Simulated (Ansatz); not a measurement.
The input, for Ansatz 0.2.0:

```yaml
crystal:
  periodic: [false, false, false]
  atoms:
    - {symbol: N, position_ang: [-1.120745, -0.018354, -0.028568]}
    - {symbol: H, position_ang: [-1.418025, 0.949480, -0.028568]}
    - {symbol: H, position_ang: [-1.418024, -0.420653, 0.851691]}
    - {symbol: H, position_ang: [-0.067745, -0.018354, -0.028568]}
    - {symbol: C, position_ang: [1.268255, -0.018354, -0.028568]}
    - {symbol: H, position_ang: [1.682723, -0.018354, 0.967593]}
    - {symbol: H, position_ang: [1.682723, -0.018354, -1.024729]}
basis:
  gaussian: {orbitals: cc-pVDZ}
magnetization: {spin_polarized: false, initial_magnetization: 2}
correlation: {method: bccd_t, electrons: outside_noble_gas}
```

```sh
$ ansatz run in.yaml --threads 1 --pin off --events-out ev --progress --plain --max-ram 2816MiB --backend cpu
```

Output:

```
480 factors; integrals over basis functions are off by at most 1.4e-3 eV
mean field evaluation 1: about -2584.8825 eV, gradient 2.6e1 eV
mean field evaluation 2: about -2584.9284 eV, gradient 2.6e1 eV
mean field evaluation 4: about -2586.8347 eV, gradient 3.7e0 eV
mean field evaluation 8: about -2586.9164 eV, gradient 5.4e-1 eV
mean field evaluation 16: about -2586.9205 eV, gradient 2.2e-6 eV
mean field evaluation 32: about -2582.8242 eV, gradient 1.1e1 eV
mean field -2586.92049567 eV, -95.0675747380 hartree, gradient 2.2e-6 eV, S^2 2.000000; 1 other end points of the search recorded, 0 dependent functions left out
mean field evaluation 64: about -2587.1921 eV, gradient 8.4e-1 eV
2 core orbitals not correlated: weight in the atoms' cores, before any rotation towards them, 1.000 or more for the frozen orbitals, at most 0.000 for the correlated occupied ones
reference -2586.92049567 eV, -95.0675747380 hartree; 8, 6 occupied and 43, 45 virtual orbitals, 480 factors
second order -8.15841280 eV of doubles, -0.14806574 eV of singles
cycle   1  -8.98253021 eV  change   -6.7e-1 eV  update   6.2e-2
cycle   2  -9.22960970 eV  change   -2.5e-1 eV  update   2.4e-2
cycle   3  -9.26525524 eV  change   -3.6e-2 eV  update   1.4e-2
cycle   4  -9.25789388 eV  change    7.4e-3 eV  update   7.4e-3
cycle   5  -9.25565339 eV  change    2.2e-3 eV  update   4.3e-3
cycle   6  -9.25448089 eV  change    1.2e-3 eV  update   2.1e-3
cycle   7  -9.25486564 eV  change   -3.8e-4 eV  update   9.0e-4
cycle   8  -9.25495300 eV  change   -8.7e-5 eV  update   3.8e-4
cycle   9  -9.25488997 eV  change    6.3e-5 eV  update   1.1e-4
cycle  10  -9.25488643 eV  change    3.5e-6 eV  update   4.4e-5
cycle  11  -9.25489053 eV  change   -4.1e-6 eV  update   1.6e-5
perturbative correction -0.20833657 eV, -0.0076562279 hartree
Total energy: -2596.38372277 eV, -95.4153419196 hartree
```

For the same geometry and basis UCCSDT(Q) lies 35.7 meV lower.

Ran on 1 thread of AMD EPYC 7R13, shared host: 2.3 s wall, 0.26 GiB peak host memory.
